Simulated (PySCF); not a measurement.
BeH, SMILES [BeH], multiplicity 2.

Geometry optimised at PBE0-D3(BJ)/def2-TZVPD. The spin state was assumed, not searched.

All values below come from PBE0-D3(BJ)/def2-TZVPD run with PySCF.

Frequencies are harmonic and unscaled.

```json
[
 {"mode": "1", "ν (cm⁻¹)": "2030", "IR (km/mol)": "139.2", "moving atoms (share of kinetic energy)": "H 90 %, Be 10 %"}
]
```
